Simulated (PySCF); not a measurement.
C5H10N (doublet state).
Z-matrix (Å and degrees, GFN2-xTB geometry), rows numbered from 1:
```
C 
C   1  1.5221
C   2  1.5320  1  111.68
C   3  1.5388  2  118.19  1   -77.07
C   4  1.5320  3   84.41  2  -120.34
N   5  1.4358  4   92.14  3     1.80
H   1  1.0874  2  110.16  3   178.71
H   1  1.0879  2  110.68  3   -61.47
H   1  1.0880  2  110.79  3    58.76
H   2  1.0911  1  110.51  3   120.12
H   2  1.0917  1  110.19  3  -120.77
H   3  1.0991  2  107.68  1    53.98
H   4  1.0880  3  116.07  2   123.59
H   4  1.0880  3  114.49  2    -5.83
H   5  1.0958  4  116.74  3   118.01
H   5  1.0957  4  116.27  3  -114.13
```

The hyperfine couplings belong to this conformer and change with its torsions.

Identity: `C1[N][C@H](CC)C1` [radical].

Theory: UKS B3LYP, pcH-1 on C H N, non-relativistic, mean-field spin-orbit, GIAO in PySCF 2.14.0. Isolated species at its GFN2-xTB geometry (one conformer only). A GFN2-xTB geometry isn't a minimum of the functional, and hyperfine couplings can be far from their values at a DFT geometry. No stability test was run, so a lower SCF solution isn't excluded.

Question: Give the principal g shifts and their parts.

Answer: 
| Δg (ppt) | 1 | 2 | 3 |
| --- | --- | --- | --- |
| relativistic mass correction | -0.21 | -0.21 | -0.21 |
| gauge correction | -0.01 | 0.04 | 0.03 |
| orbital Zeeman/spin–orbit | 0.01 | 1.87 | 5.33 |
| total | -0.21 | 1.70 | 5.15 |

So g = 2.00211, 2.00402, 2.00746 and g_iso = 2.00453; the tensor is rhombic: the two nearest values differ by 36 % of g3 − g1. 

Question: How much does each term add to the isotropic shift?

Answer: The orbital-Zeeman/spin–orbit term 2.40, the mass correction -0.21 and the gauge correction 0.02 ppt, for a total of 2.21 ppt. The orbital-Zeeman/spin–orbit term is the largest in size. The mass correction is the same along every axis, so the anisotropy comes from the other two: their spans along these axes are 0.05 (gauge) and 5.32 ppt (orbital Zeeman/spin–orbit).

Question: What effective moment and Curie constant follow for a powder?

Answer: With the mean of g² = 4.0182 and S(S+1) = 0.75: μ_eff = √(⟨g²⟩S(S+1)) = 1.736 μB and χT = 0.12505·⟨g²⟩·S(S+1) = 0.377 cm³ K/mol (cgs; spin-Hamiltonian part alone).

Question: What are the electron Larmor frequencies g μB B/h along the three axes at 3350 mT?

Answer: 93.8739, 93.9633, 94.1248 GHz for g1, g2 and g3, a range of 250.9 MHz.

Question: In a frozen sample, at which fields do the three g values resonate at 9.5, 34, 94 and 263 GHz (hyperfine left aside), and which band first spreads them over more than twice a line width of 0.5 mT?

Answer: 
```
band    GHz  B(g3) mT  B(g2) mT  B(g1) mT  spread mT
   X    9.5    338.11    338.70    339.02       0.90
   Q   34.0   1210.10   1212.18   1213.33       3.23
   W   94.0   3345.56   3351.31   3354.50       8.94
   J  263.0   9360.44   9376.54   9385.46      25.02
```

The spread grows in proportion to the frequency. Q band is the first where it exceeds 1.0 mT.

The largest Mulliken spin populations are on N6 (+0.89), C5 (-0.08), H12 (+0.07) and H16 (+0.06). No atom but N6 exceeds +0.15. The positive populations add up to 1.14 and the negative ones to -0.14, together 2S = 1.

The HOMO–LUMO gaps are 7.60 eV among the α and 4.48 eV among the β orbitals.
